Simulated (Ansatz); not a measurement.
A made-up structure of BSiHCl, doublet:

```csv
atom,x (Å),y (Å),z (Å)
B1,-0.3354,0.2167,-0.2044
Si2,0.1879,0.3874,1.6241
Cl3,1.0773,-0.9857,-0.2033
H4,2.1793,-1.5775,-0.6554
```

It is relaxed with PBE-D4/def2-SVP and then PBE0-D4/def2-TZVP (Ansatz 0.2.0). Atoms count as bonded within 1.22 times the sum of their covalent radii (H–H: 0.88 Å). The end point is not checked to be a true minimum.

(1) Does its bonding change? (Judge from chemistry; the calculation decides.)

Results:

(1) By the calculation: Yes. Formed: none; broken: Si2–Cl3, Cl3–H4.

Where it ends: The first stage lowers the energy by 2.30 eV in 20 steps. It ends as a complex of BSiCl + H:
```xyz
4
angstrom
B -0.0684 -0.1832 0.8274
Si -0.5872 1.3550 1.7758
Cl 0.3977 -1.5654 -0.0248
H 3.3669 -1.5655 -2.0176
```

For scale, one of the runs: PBE0-D4/def2-TZVP relaxation, 111 basis functions, launched by `ansatz run in.yaml --threads 2 --pin off --events-out ev --progress --plain --max-ram 4352MiB`. The run took about 95 s on 2 CPU threads of an Arm Neoverse V1 (shared host).
